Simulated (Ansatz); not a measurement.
Take MgO in the rock salt structure (space group Fm-3m, No. 225; a = 4.204 Å) as the base.

Method: plane-wave PAW DFT at the r2SCAN level (Ansatz, a program for electronic structure, 500 eV), scalar-relativistic without spin-orbit coupling.

One thing is altered: Sr takes the place of Mg on all its sites; the structure is relaxed again.

Measured lattice parameter a: MgO 4.189 Å (static lattice; corrected from measurement; as listed in Daniel Mejia-Rodriguez, S. B. Trickey, Phys. Rev. B (2018)); SrO 5.16 Å (room temperature; as listed in Juan A. Santana et al., The Journal of Chemical Physics (2016)).

### Question
How well does r2SCAN reproduce the measured shift?

### Answer
With r2SCAN the lattice parameter a moves by +0.955 Å (4.204 → 5.160) against +0.971 Å measured. The two measured values stand on different bases (one corrected, one not), which blurs small differences.

No phonon test of stability was made.
